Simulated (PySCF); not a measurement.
A structure optimised at PBE-D3(BJ)/def2-SVP, used in a PySCF frequency run:

```xyz
5

F      0.7699    -0.7699     0.7699
C      0.0000     0.0000     0.0000
F     -0.7699    -0.7699    -0.7699
F     -0.7699     0.7699     0.7699
F      0.7699     0.7699    -0.7699
```
Charge 0, spin multiplicity 1.

Write its SMILES, formula and point group.

FC(F)(F)F, CF₄, Td

What are its rotational constants (standard atomic weights)?

5.6092, 5.6092, 5.6092 GHz
